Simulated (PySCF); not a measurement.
**Bond length, frequency and bond energy of MgP by level of theory**

State: ⁴Σ⁻ (quartet), unpaired electrons σ ↑, π ↑↑. Set-up: basis Mg x2c-TZVPPall, P x2c-TZVPPall; spin-free X2C with a Gaussian nucleus; PySCF 2.14. De refers to Mg + P in their high-spin ground configurations, without counterpoise correction. The functionals are run spin-unrestricted. A positive dipole means Mg(−)P(+).

```tsv
Level	Re (Å)	ωe (cm⁻¹)	De (eV)	μ (D)
UHF	2.533	318	0.268	-2.39
UHF-MP2	2.528	321	0.480	n/a
UHF-SCS-MP2	2.534	319	0.436	n/a
UHF-CCSD	2.543	300	0.393	n/a
UHF-CCSD(T)	2.548	300	0.457	n/a
PBE	2.562	294	0.89	-1.57
TPSS	2.550	308	0.95	-1.74
r²SCAN	2.541	311	0.97	-1.90
M06-L	2.534	304	0.82	-1.77
B3LYP	2.561	291	0.71	-1.75
PBE0	2.535	310	0.83	-1.81
HSE06	2.539	307	0.83	-1.81
B2PLYP	2.546	302	0.63	-1.99
```

The bond length runs from 2.528 Å (UHF-MP2) to 2.562 Å (PBE). De spans 0.27 eV (UHF, mean field) to 0.97 eV (r²SCAN, meta-GGA). Correlation at CCSD(T) changes the Hartree–Fock bond energy by +0.19 eV; the triples alone change it by +0.07 eV.

Correlated steps freeze 6 core orbitals. B2PLYP dipoles, levels and charges come from its SCF part alone. The state was picked by a PBE0 search and need not be the measured ground state.
